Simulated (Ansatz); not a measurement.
**HfSiO$_{4}$: Hf on a Si site**

These are results of DFT PBE, scalar-relativistic, plane waves, PAW (Ansatz), not measurements. (420 eV cutoff, 2×2×2 k-mesh, shifted by half a step, Gaussian smearing of 0.01 eV, collinear spin in charge +1, -1 alone)

Host crystal, relaxed:

```
Hf Si O
1.0
    -3.32275    3.32275    3.00722
     3.32275   -3.32275    3.00722
     3.32275    3.32275   -3.00722
Hf Si O
2 2 8
Direct
  0.75000 0.25000 0.50000
  0.00000 0.00000 0.00000
  0.25000 0.75000 0.50000
  0.50000 0.50000 0.00000
  0.13474 0.31893 0.81581
  0.06893 0.75313 0.68419
  0.50313 0.31893 0.18419
  0.06893 0.38474 0.31581
  0.61526 0.93107 0.68419
  0.68107 0.86526 0.18419
  0.24687 0.93107 0.31581
  0.68107 0.49687 0.81581
```

Supercell of 48 atoms, rows in host cell vectors: -2 -1 -1; 1 2 1; 1 0 -1. Atoms relax at the host's cell, keeping the symmetry that the supercell leaves at the site. The cell is small, so energies carry finite-size errors of tenths of an eV. The host's Kohn–Sham gap is 5.31 eV. Atoms are taken from and returned to the elements' standard states. Charged cells are corrected for image charges with the computed static dielectric tensor (mean 12.6) and aligned with the host's potential at far atoms (alignment terms reach 0.70 eV; the program doubts the alignment in some charges, where it is up to 0.70 eV). No band-filling term is added, and the Fermi level counts from the host's valence band top.

Spin-orbit coupling is left out, which matters for the bands and energies of heavy elements.

Defect: Hf on a Si site at (0.250, 0.750, 0.500) of the host cell.

What is the formation energy of the neutral defect?

0.76 eV.

Does the neutral defect carry a moment, and how do its surroundings relax?

The neutral run had no spin polarisation, so a moment wasn't tested. The nearest neighbours before are 4 O at 1.64 Å; after relaxation the atoms near the site are 4 O at 1.90 Å; the largest move is 0.28 Å.

Charges +1, 0, -1 were computed. Which is stable where in the gap?

Among the charges computed the stable one is 0 at the valence band top and stays so across the gap. In charge +1, -1 the extra carrier would gain by moving to a band edge of the host, so it isn't bound in the gap, though by less than the errors named above. In charge +1, -1 the cell has partly filled bands: a level of the defect may be part filled, the carrier may sit in the host's bands, or levels may cross between the k points, so transitions that involve it are doubtful. Without the alignment that the program doubts, the level (+1/0) would lie at 0.27 eV, inside the gap, so these runs don't decide whether the defect changes charge there. Levels between neighbouring charges: (+1/0) -0.19 eV, (0/-1) 5.34 eV.